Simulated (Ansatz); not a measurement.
Stepwise reaction of boron trifluoride with hydrogen, as a gas-phase model of exchange steps in deposition or etching. ΔE in kJ/mol; ΔG adds harmonic PBE0-D4 terms to CCSD(T)/CBS, at 1 bar.

Isolated molecules relaxed with PBE0-D4/def2-TZVP in Ansatz; ΔE leaves out vibrations. CBS: MP2 limit from def2 TZ/QZ plus the TZ coupled-cluster correction, frozen cores. This one scheme is used for every species. Functionals use def2-TZVPP. B3LYP here is the variant with VWN-RPA as its local correlation; programs differ in this.

| step | reaction | PBE-D4 | B3LYP-D4 | ωB97M-V | CCSD(T)/CBS | ΔG(500 K) |
| --- | --- | --- | --- | --- | --- | --- |
| 1 | `FB(F)F` + H₂ → `FBF` + H–F | 114.2 | 118.2 | 118.7 | 112.3 | 107.8 |
| 3 | `BF` + H₂ → BH₃ + H–F | 136.0 | 135.3 | 133.6 | 126.4 | 129.8 |

Give the row of step 2, `FBF` + H₂ → `BF` + H–F. (Best estimate.)

Ansatz gave: 
```tsv
step	reaction	PBE-D4	B3LYP-D4	ωB97M-V	CCSD(T)/CBS	ΔG(500 K)
2	`FBF` + H₂ → `BF` + H–F	146.4	147.8	147.8	140.8	140.4
```

By hand: ΔE of the 3 steps together at CCSD(T)/CBS.

(112.3) + (140.8) + (126.4) = 379.5 kJ/mol, or 126.5 kJ/mol a step.

In ΔE step 1 is the lowest and step 2 the highest. All are uphill at CCSD(T)/CBS. ΔG lies between 107.8 and 140.4 kJ/mol a step. PBE-D4 differs from CCSD(T)/CBS by 1.9 to 9.6 kJ/mol a step. Isolated molecules leave out the surface, adducts and barriers. Largest T1 diagnostic: 0.013.
